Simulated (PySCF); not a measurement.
Si₂⁺: input and log

State: ⁴Σg⁻ (quartet), unpaired electrons σ ↑, π ↑↑.

An equivalent input (the run itself took its basis sets from the Basis Set Exchange, started from a PBE0 density and held the occupation σ 9α 8β, πx 3α 2β, πy 3α 2β):

```python
from pyscf import gto, scf, cc
mol = gto.M(atom='Si 0 0 0; Si 0 0 2.279', basis={'Si': 'def2-TZVPPD'},
            charge=1, spin=3, verbose=4, symmetry='C2v')
mf = scf.UHF(mol)
mf.irrep_nelec = {'A1': (9, 8), 'B1': (3, 2), 'B2': (3, 2)}
mf.conv_tol = 1e-9
mf.max_cycle = 60
mf.diis_space = 10
mf.kernel()
mycc = cc.CCSD(mf, frozen=[[0, 1, 2, 3, 4, 5, 6, 7, 8, 9], [0, 1, 2, 3, 4, 5, 6, 7, 8, 9]])
mycc.run(conv_tol=1e-7, conv_tol_normt=1e-5, max_cycle=80, diis_space=8)
et = mycc.ccsd_t()
```

The SCF ended at -577.50657135 hartree. The coupled-cluster part of the log:

```
******** <class 'pyscf.cc.uccsd.UCCSD'> ********
CC2 = 0
CCSD nocc = (5, 2), nmo = (86, 86)
frozen orbitals [[0, 1, 2, 3, 4, 5, 6, 7, 8, 9], [0, 1, 2, 3, 4, 5, 6, 7, 8, 9]]
max_cycle = 80
direct = 0
conv_tol = 1e-07
conv_tol_normt = 1e-05
diis_space = 8
diis_start_cycle = 0
diis_start_energy_diff = 1e+09
Init t2, MP2 energy = -0.137266898605715
Init E_corr(UCCSD) = -0.137266898606498
cycle = 1  E_corr(UCCSD) = -0.155977614587307  dE = -0.018710716  norm(t1,t2) = 0.0782409
cycle = 2  E_corr(UCCSD) = -0.161693842573099  dE = -0.00571622799  norm(t1,t2) = 0.0311436
cycle = 3  E_corr(UCCSD) = -0.164973181834043  dE = -0.00327933926  norm(t1,t2) = 0.0159052
cycle = 4  E_corr(UCCSD) = -0.165251581381768  dE = -0.000278399548  norm(t1,t2) = 0.00393411
cycle = 5  E_corr(UCCSD) = -0.165151768401602  dE = 9.98129802e-05  norm(t1,t2) = 0.0020139
cycle = 6  E_corr(UCCSD) = -0.165169771419455  dE = -1.80030179e-05  norm(t1,t2) = 0.000554647
cycle = 7  E_corr(UCCSD) = -0.165167589351452  dE = 2.182068e-06  norm(t1,t2) = 0.000142091
cycle = 8  E_corr(UCCSD) = -0.165166433809568  dE = 1.15554188e-06  norm(t1,t2) = 4.97092e-05
cycle = 9  E_corr(UCCSD) = -0.165167006277205  dE = -5.72467637e-07  norm(t1,t2) = 1.3789e-05
cycle = 10  E_corr(UCCSD) = -0.165166762222171  dE = 2.44055034e-07  norm(t1,t2) = 4.19978e-06
cycle = 11  E_corr(UCCSD) = -0.165166742410144  dE = 1.98120268e-08  norm(t1,t2) = 1.43795e-06
UCCSD converged
E(UCCSD) = -577.6717380902774  E_corr = -0.1651667424101444
UCCSD(T) correction = -0.010926174547583
```

T1 diagnostic 0.023, D1 0.048, 7 electrons correlated.

Repeating this along the bond gives Re = 2.277 Å and ωe = 472 cm⁻¹.

A point of this curve took 33 CPU seconds beside 0.36 for the integrals, on Arm Neoverse V1 (shared host).

Correlated steps freeze 10 core orbitals. The state was picked by a PBE0 search and need not be the measured ground state.
